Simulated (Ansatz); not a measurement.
C5H8O can be A, `O=C1CCCC1`, or B, `C#CCOCC`.

Gas-phase electronic energies from Ansatz, PBE0-D4/def2-TZVP geometries. CBS: MP2 limit from def2 TZ/QZ plus the TZ coupled-cluster correction, frozen cores. Functionals use def2-TZVPP. B3LYP here is the variant with VWN-RPA as its local correlation; programs differ in this. One conformer a species, not always the lowest.

(1) Which isomer does CCSD(T)/CBS put lower? Give the gap. (Best estimate.)

(2) Give E(B) − E(A) in kcal/mol with CCSD(T)/def2-TZVPP, B3LYP-D4, B3LYP, MP2/def2-TZVPP, r2SCAN-D4, BLYP-D4, CCSD(T)/def2-SVP. (An estimate is asked.)

(3) Does the order hold for the free energy at 298.15 K (harmonic terms from PBE0-D4)? (Estimate.)

Largest T1 diagnostic: 0.013.

Answers

(1) Ansatz gave: A, by 55.6 kcal/mol.

(2) Ansatz gave: CCSD(T)/def2-TZVPP 56.2, B3LYP-D4 55.1, B3LYP 53.4, MP2/def2-TZVPP 56.8, r2SCAN-D4 59.9, BLYP-D4 52.6, CCSD(T)/def2-SVP 59.5. None reverses the order clearly.

(3) The calculation gave: Yes: G(B) − G(A) = +51.6 kcal/mol, for one conformer each.

Leaving LDA and LC-ωPBE aside and taking each functional with its dispersion term where it has one, the values spread over 10.0 kcal/mol, from BLYP-D4 to PBE0-D4. LDA lies +5.3 kcal/mol from PBE without D4. From BLYP to BHLYP (50 % exact exchange), in def2-TZVPP and without D4, E(B) − E(A) moves by +5.7 kcal/mol.
